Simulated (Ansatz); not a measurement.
The cluster Li3H3⁻, relaxed as a doublet with UKS PBE-D4/def2-TZVPD in Ansatz, starting from the GFN1-xTB geometry. Force threshold 0.02 eV/Å.

The highest occupied level of the charge -1 doublet lies above zero (up to 1.14 eV). It is a level of α spin, whose loss leaves a singlet; that state wasn't run at this geometry and level. The electron is either unbound and held by the finite basis, or the level is raised by self-interaction error. The structure comes from a short search, and lower isomers may exist.

Start:

```csv
atom,x (Å),y (Å),z (Å)
Li1,-0.091,-1.413,0.546
Li2,0.393,0.317,-0.876
Li3,-0.666,0.797,1.117
H4,1.451,-0.679,0.186
H5,-1.003,-0.840,-0.840
H6,-0.084,1.818,-0.133
```

```json
{"step": "1", "energy (eV)": "-660.5113", "largest force component (eV/Å)": "0.827", "SCF passes": "24"}
{"step": "2", "energy (eV)": "-660.6966", "largest force component (eV/Å)": "0.241", "SCF passes": "28"}
{"step": "3", "energy (eV)": "-660.7946", "largest force component (eV/Å)": "0.196", "SCF passes": "29"}
{"step": "4", "energy (eV)": "-660.8802", "largest force component (eV/Å)": "0.181", "SCF passes": "29"}
{"step": "5", "energy (eV)": "-660.9550", "largest force component (eV/Å)": "0.169", "SCF passes": "28"}
{"step": "6", "energy (eV)": "-661.0005", "largest force component (eV/Å)": "0.112", "SCF passes": "29"}
{"step": "7", "energy (eV)": "-661.0066", "largest force component (eV/Å)": "0.029", "SCF passes": "31"}
{"step": "8", "energy (eV)": "-661.0069", "largest force component (eV/Å)": "0.024", "SCF passes": "29"}
{"step": "9", "energy (eV)": "-661.0075", "largest force component (eV/Å)": "0.002", "SCF passes": "26"}
```

Force components are those of the run's own axes.

End:

```xyz
6

Li    0.154   -1.694    0.520
Li    0.652    0.397   -0.647
Li   -1.360    0.960    0.625
H     1.630   -1.039   -0.217
H    -1.006   -0.567   -0.181
H    -0.071    1.941   -0.101
```

Bonds formed: Li3–H5 (atoms count from 1). Metal–metal contacts that move far: Li1–Li3 2.35 to 3.06 Å. The end is the same structure that another start reached, the lowest one found.

No frequencies were taken in this run, so the end may be a saddle point.

Hardware: 4 threads of Arm Neoverse V1 on a shared host. Wall time 7.5 s.
